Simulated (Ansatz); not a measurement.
# CH5SSi: the cost of one run

Method: RKS LDA/def2-SVP, in Ansatz 0.2.0.

## (1) The system as given

Bond lengths: Si1–C2 1.922 Å, C2–S3 1.806 Å, Si1–H4 1.482 Å, Si1–H5 1.490 Å, C2–H6 1.096 Å, C2–H7 1.095 Å, S3–H8 1.360 Å. Angles: Si1–C2–S3 106.1°, Si1–C2–H6 116.1°, Si1–C2–H7 112.4°, S3–C2–H6 106.9°, S3–C2–H7 107.3°, H6–C2–H7 107.5°, C2–Si1–H4 100.5°, C2–Si1–H5 100.3°, H4–Si1–H5 100.7°, C2–S3–H8 91.3°.

Coordinates:

```xyz
8

Si   -0.6446    0.2463   -1.0314
C     0.5635    0.1836    0.4616
S     0.7157   -1.5592    0.9114
H    -1.9443    0.1024   -0.3332
H    -0.6428    1.7097   -1.3130
H     0.2436    0.7195    1.3630
H     1.5653    0.5420    0.2025
H     0.1437   -1.9443   -0.2608
```

## (2) Relaxing end A

Input file input.yaml:

```yaml
crystal:
  periodic: [false, false, false]
  atoms:
    - { symbol: Si, position_ang: [-0.64462, 0.2463, -1.03142] }
    - { symbol: C, position_ang: [0.56352, 0.1836, 0.46155] }
    - { symbol: S, position_ang: [0.71568, -1.55916, 0.91141] }
    - { symbol: H, position_ang: [-1.94431, 0.10239, -0.33324] }
    - { symbol: H, position_ang: [-0.64279, 1.7097, -1.31296] }
    - { symbol: H, position_ang: [0.24358, 0.71945, 1.36301] }
    - { symbol: H, position_ang: [1.56526, 0.54201, 0.20249] }
    - { symbol: H, position_ang: [0.14369, -1.94429, -0.26083] }
total_charge: -1
basis:
  gaussian: { orbitals: def2-SVP }
hamiltonian:
  xc: lda
relax:
  f_tol: 0.015
  max_steps: 40
```

On the command line:

```sh
ansatz run input.yaml --threads 1 --pin off --max-ram 2048MiB --backend cpu --events-out ev --progress --plain --runs-dir out
```

What time and memory should one allow on 1 thread of Arm Neoverse V1, shared host?

About 17 s, with a peak of 0.13 GiB.
